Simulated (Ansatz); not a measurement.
Task: vertical and adiabatic energies of changing the electron count of N2O, SMILES N#[N+][O-], with the Ansatz DFT code, driven from Python. Give the script and its output. Level of theory (for the species named): r2SCAN, 6-31G* basis, multiplicity 1.

```xyz
3

N    -0.5043    0.9869   -0.1655
N    -0.0067    0.0131   -0.0022
O     0.5110   -1.0000    0.1677
```

`adiabatic_n2o.py`:
```python
# -*- coding: utf-8 -*-
"""Vertical and adiabatic ionisation of N2O."""

import itertools
import warnings

import ansatz as az
from ase.data import atomic_numbers, covalent_radii
import numpy as np

SETTINGS = {
    "basis": "6-31G*",
    "functional": "r2scan",
    "charge": 1,
}

GEOMETRY = """
N    -0.50432    0.98687   -0.16552
N    -0.00666    0.01309   -0.00218
O     0.51098   -0.99995    0.16769
"""


def main():
    warnings.simplefilter("ignore", az.DeckWarning)

    molecule = az.Crystal.molecule()
    for line in GEOMETRY.strip().splitlines():
        symbol, *xyz = line.split()
        molecule = molecule.atom(symbol, [float(v) for v in xyz])

    model = molecule.calculation()
    model = model.basis(gaussian=SETTINGS["basis"]).functional(SETTINGS["functional"])
    symbols = [site.symbol for site in molecule.cartesian_sites]
    start = np.array([site.position_ang for site in molecule.cartesian_sites], dtype=float)
    data = model.relax(force_tolerance=0.01, max_steps=100).run(threads=1).report
    end = np.array(data["positions_ang"])

    minimum = az.Crystal.molecule()
    for symbol, place in zip(symbols, end):
        minimum = minimum.atom(symbol, place.tolist())
    ion = (
        minimum.calculation()
        .basis(gaussian=SETTINGS["basis"])
        .functional(SETTINGS["functional"])
        .charge(SETTINGS["charge"])
        .spin("collinear", total=1)
    )
    vertical = ion.run(threads=1).report
    settled = ion.relax(force_tolerance=0.01, max_steps=80).run(threads=1).report
    print(f"vertical ionisation energy   {vertical['free_energy_ev'] - data['free_energy_ev']:.3f} eV")
    print(f"adiabatic, no zero point     {settled['free_energy_ev'] - data['free_energy_ev']:.3f} eV")
    print(f"relaxation energy of the ion {vertical['free_energy_ev'] - settled['free_energy_ev']:.3f} eV")
    ionised = np.array(settled["positions_ang"])
    # pairs closer than 1.2 times the sum of covalent radii, before or after
    radius = [covalent_radii[atomic_numbers[s]] for s in symbols]
    span = lambda where, i, j: np.linalg.norm(where[i] - where[j])
    bonded = [(i, j) for i, j in itertools.combinations(range(len(symbols)), 2) if min(span(end, i, j), span(ionised, i, j)) < 1.2 * (radius[i] + radius[j])]
    print("pair        before    after (A)")
    for i, j in bonded:
        print(f"{symbols[i]}{i}-{symbols[j]}{j}".ljust(10), f"{span(end, i, j):8.4f} {span(ionised, i, j):8.4f}")


if __name__ == "__main__":
    main()
```

```console
$ python adiabatic_n2o.py
vertical ionisation energy   12.844 eV
adiabatic, no zero point     12.832 eV
relaxation energy of the ion 0.013 eV
pair        before    after (A)
N0-N1        1.1397   1.1562
N1-O2        1.1899   1.1874
```

The energies are electronic: no zero-point or thermal terms, and the basis set is short of its limit. The product may relax into another structure. Each relaxation finds its nearest minimum, which needn't be the lowest. Finished in 2.4 min on 1 thread of Arm Neoverse N1 (shared host), peak memory 0.2 GiB.
